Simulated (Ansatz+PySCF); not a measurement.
Results of a calculation; reference values are marked as such.
## PySCF 2.14.0 run

```python
from pyscf import gto, scf

mol = gto.M(atom="""
N 0.000000 0.000000 -0.196270
H 0.000000 0.000000 1.373900
B 30.000000 0.000000 -0.459200
H 30.000000 0.000000 2.295990
""", basis='6-31g', charge=0, spin=2)
mf = scf.ROHF(mol)
mf.init_guess = 'minao'
mf.kernel()
while True:  # follow internal instabilities
    mo, _, stable, _ = mf.stability(return_status=True)
    if stable: break
    mf.kernel(mf.make_rdm1(mo, mf.mo_occ))
print(mf.converged, mf.e_tot, mf.spin_square()[0])
```

The script is written out from the run's settings.

The run gave:

```yaml
Converged: yes
Total_energy: -79.76771 hartree
Spin_squared_of_the_determinant: 2.000
```

This is not the lowest solution: another run reaches a determinant 1.13 eV lower. Caution: an unrestricted determinant lies well below.
